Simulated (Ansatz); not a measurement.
**FHNSi+: functionals against CCSD(T) at one geometry**

The task here is to estimate one member of a computed series from the others.

Computed with Ansatz 0.2.0, Gaussian basis. Level: single points in def2-TZVPP.

Correlated methods freeze the cores.

### The starting structure

4 atoms, charge 1, spin multiplicity 1.

Atoms are counted from 1 here; the program's logs count them from 0.

Bond lengths: N1–Si2 1.555 Å, N1–H4 1.031 Å, Si2–F3 1.543 Å. Angles: Si2–N1–H4 132.8°, N1–Si2–F3 171.9°.

Geometry (Å):

```xyz
4
FHNSi
N     0.79680   -0.27010   -0.55450
Si   -0.29980    0.23670    0.42410
F    -1.22410    0.79310    1.52680
H     0.75680   -0.79940   -1.43840
```

Set-up of the first run:

Input file run/in.yaml:

```yaml
crystal:
  periodic: [false, false, false]
  atoms:
    - {symbol: N, position_ang: [0.796800, -0.270100, -0.554500]}
    - {symbol: Si, position_ang: [-0.299800, 0.236700, 0.424100]}
    - {symbol: F, position_ang: [-1.224100, 0.793100, 1.526800]}
    - {symbol: H, position_ang: [0.756800, -0.799400, -1.438400]}
basis:
  gaussian: {orbitals: def2-TZVPP}
total_charge: 1
correlation: {method: ccsd_t}
output: {forces: true}
```

The command line of these runs was not kept.

Steps of the session up to this table: CCSD(T)/def2-TZVPP; PBE0-D4/def2-TZVPP; wB97M-V/def2-TZVPP; r2SCAN-D4/def2-TZVPP; PBE-D4/def2-TZVPP; SPW92/def2-TZVPP; CAM-B3LYP-D4/def2-TZVPP.

One table of the session follows, with a row left open; its other results are not shown here.

```
      method  RMS force component (eV/Å)  angle to CCSD(T) forces (°)
     CCSD(T)                       0.413                    reference
     PBE0-D4                       0.427                         47.7
     wB97M-V                       0.445                         57.5
   r2SCAN-D4                       0.378                         35.9
      PBE-D4                       0.360                         50.1
       SPW92                           ?                            ?
CAM-B3LYP-D4                       0.514                         62.0
```

Q: Estimate the row for SPW92 from the others.

As computed: RMS force component (eV/Å): 0.402; angle to CCSD(T) forces (°): 57.0. In the column «RMS force component (eV/Å)» it lies between r2SCAN-D4 (0.378) and CCSD(T) (0.413).
